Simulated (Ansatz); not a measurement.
Ansatz (a quantum-chemistry and plane-wave program) input (HF/3-21G): The .json file is the Basis Set Exchange's 3-21G.

Ansatz 0.2 input:
```yaml
crystal:
  periodic: [false, false, false]
  atoms:
    - {symbol: C, position_ang: [1.33588083, 0.17663357, 0.00811228]}
    - {symbol: C, position_ang: [0.05820264, 0.43851080, -0.00811815]}
    - {symbol: H, position_ang: [2.26699010, 0.71990471, 0.00550453]}
    - {symbol: H, position_ang: [-0.25405481, 1.48851309, -0.03147361]}
    - {symbol: C, position_ang: [-1.05503693, -0.57138509, 0.00208581]}
    - {symbol: H, position_ang: [-0.66476666, -1.58771845, 0.02545578]}
    - {symbol: H, position_ang: [-1.69884812, -0.42434069, 0.87312388]}
    - {symbol: H, position_ang: [-1.68359975, -0.45891440, -0.88509024]}
basis:
  gaussian:
    orbitals: 3-21G.json
hamiltonian:
  xc: {name: HF}
magnetization: {spin_polarized: true, initial_magnetization: 1}
relax: {f_tol: 0.003, max_steps: 120}
```

From the last part of the output:

```
relax step   3: F+E_penalty+E_count = -3150.66644765 eV  Δ(F+E_penalty+E_count) = -6.807e-3 eV  max|allowed force component| = 6.719e-2 eV/Å  Δτ_max = 0.0133 Å  (51 SCF iters, accepted)
these checks for a lower state are left out or cut short: starts, cluster_reference, orbital_swaps, neighbouring_geometries, increment
integrals: 0.00 GiB planned
524 factors; integrals over basis functions are off by at most 6.1e-4 eV
mean field: 0.08 GiB planned
mean field -3150.66669254 eV, -115.7848653522 hartree, gradient 2.5e-5 eV, S^2 1.027682; 0 other end points of the search recorded, 0 dependent functions left out
the calculation of the forces begins
reference -3150.66669254 eV, -115.7848653522 hartree; 12, 11 occupied and 25, 26 virtual orbitals, 524 factors
relax step   4: F+E_penalty+E_count = -3150.66669254 eV  Δ(F+E_penalty+E_count) = -2.449e-4 eV  max|allowed force component| = 1.550e-2 eV/Å  Δτ_max = 0.0043 Å  (52 SCF iters, accepted)
these checks for a lower state are left out or cut short: starts, cluster_reference, orbital_swaps, neighbouring_geometries, increment
integrals: 0.00 GiB planned
524 factors; integrals over basis functions are off by at most 6.1e-4 eV
mean field: 0.08 GiB planned
mean field -3150.66672740 eV, -115.7848666332 hartree, gradient 1.4e-5 eV, S^2 1.027397; 0 other end points of the search recorded, 0 dependent functions left out
the calculation of the forces begins
reference -3150.66672740 eV, -115.7848666332 hartree; 12, 11 occupied and 25, 26 virtual orbitals, 524 factors
relax step   5: F+E_penalty+E_count = -3150.66672740 eV  Δ(F+E_penalty+E_count) = -3.486e-5 eV  max|allowed force component| = 2.024e-2 eV/Å  Δτ_max = 0.0041 Å  (36 SCF iters, accepted)
these checks for a lower state are left out or cut short: starts, cluster_reference, orbital_swaps, neighbouring_geometries, increment
integrals: 0.00 GiB planned
524 factors; integrals over basis functions are off by at most 6.1e-4 eV
mean field: 0.08 GiB planned
mean field -3150.66673536 eV, -115.7848669257 hartree, gradient 7.0e-6 eV, S^2 1.027152; 0 other end points of the search recorded, 0 dependent functions left out
the calculation of the forces begins
reference -3150.66673536 eV, -115.7848669257 hartree; 12, 11 occupied and 25, 26 virtual orbitals, 524 factors
relax step   6: F+E_penalty+E_count = -3150.66673536 eV  Δ(F+E_penalty+E_count) = -7.960e-6 eV  max|allowed force component| = 4.200e-3 eV/Å  Δτ_max = 0.0011 Å  (33 SCF iters, accepted)
these checks for a lower state are left out or cut short: starts, cluster_reference, orbital_swaps, neighbouring_geometries, increment
integrals: 0.00 GiB planned
524 factors; integrals over basis functions are off by at most 6.1e-4 eV
mean field: 0.08 GiB planned
mean field evaluation 64: about -3150.6667 eV, gradient 2.9e-5 eV
mean field -3150.66673664 eV, -115.7848669729 hartree, gradient 2.9e-5 eV, S^2 1.027155; 0 other end points of the search recorded, 0 dependent functions left out
the calculation of the forces begins
reference -3150.66673664 eV, -115.7848669729 hartree; 12, 11 occupied and 25, 26 virtual orbitals, 524 factors
relax step   7: F+E_penalty+E_count = -3150.66673664 eV  Δ(F+E_penalty+E_count) = -1.283e-6 eV  max|allowed force component| = 7.000e-4 eV/Å  Δτ_max = 0.0004 Å  (28 SCF iters, accepted)
integrals: 0.00 GiB planned
524 factors; integrals over basis functions are off by at most 6.1e-4 eV
mean field: 0.08 GiB planned
mean field -3150.66673664 eV, -115.7848669729 hartree, gradient 2.9e-5 eV, S^2 1.027155; 1 other end points of the search recorded, 0 dependent functions left out
the calculation of the forces begins
reference -3150.66673664 eV, -115.7848669729 hartree; 12, 11 occupied and 25, 26 virtual orbitals, 524 factors
Total energy: -3150.66673664 eV, -115.7848669729 hartree
Atom 0 at     1.346709     0.150978     0.008711 Å, force     0.000122    -0.000412     0.000009 eV/Å
Atom 1 at     0.053836     0.457593    -0.008531 Å, force    -0.000700     0.000463    -0.000015 eV/Å
Atom 2 at     2.250724     0.721194     0.005338 Å, force     0.000230     0.000117    -0.000000 eV/Å
Atom 3 at    -0.251181     1.493704    -0.031551 Å, force    -0.000077     0.000145    -0.000004 eV/Å
Atom 4 at    -1.059455    -0.569252     0.002006 Å, force     0.000117    -0.000694     0.000015 eV/Å
Atom 5 at    -0.658707    -1.574272     0.025244 Å, force     0.000226    -0.000503     0.000012 eV/Å
Atom 6 at    -1.696179    -0.432139     0.870463 Å, force     0.000041     0.000442     0.000008 eV/Å
Atom 7 at    -1.680980    -0.466601    -0.882079 Å, force     0.000041     0.000441    -0.000025 eV/Å
Dipole moment:    -0.070976     0.102393    -0.002629 e Å
```

The determinant is spin-contaminated: <S^2> is 1.03 against 0.75 for a pure state.
